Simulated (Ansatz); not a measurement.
A made-up structure of CH4NS, doublet:

```
atom    x (Å)    y (Å)    z (Å)
  N1  -0.6959  -0.6003  -0.7726
  C2   0.0127   0.3632   0.0299
  S3   1.4275  -0.1583   0.1111
  H4  -1.4554  -0.1756  -0.7551
  H5   0.2503   1.4053  -0.4006
  H6  -0.4918   0.5414   1.0899
  H7   0.9526  -1.3756   0.6973
```

It is relaxed with PBE-D4/def2-SVP and then PBE0-D4/def2-TZVP (Ansatz 0.2.0). Atoms count as bonded within 1.22 times the sum of their covalent radii (H–H: 0.88 Å). The end point is not checked to be a true minimum.

(1) Does its bonding change? (Judge from chemistry; the calculation decides.)

## Answers

(1) The calculation gives: No: no bond forms or breaks.

Where it ends: The first stage lowers the energy by 3.34 eV in 9 steps. It ends as CH₄NS ([NH][CH2][SH]):
| atom | x (Å) | y (Å) | z (Å) |
| --- | --- | --- | --- |
| N1 | -0.8303 | -0.4822 | -0.8021 |
| C2 | -0.0142 | 0.3466 | 0.0148 |
| S3 | 1.6636 | -0.2845 | 0.2641 |
| H4 | -1.7364 | -0.0058 | -0.8827 |
| H5 | 0.1189 | 1.3460 | -0.4262 |
| H6 | -0.4922 | 0.5171 | 0.9910 |
| H7 | 1.2907 | -1.4372 | 0.8412 |

Labels in which every atom is bracketed show which atoms are joined, not bond orders.

For scale, one of the runs: PBE0-D4/def2-TZVP relaxation, 123 basis functions, launched by `ansatz run in.yaml --threads 2 --pin off --events-out ev --progress --plain --max-ram 4352MiB`. Hardware: 2 CPU threads of an Arm Neoverse V2, shared host. Wall time about 24 s.
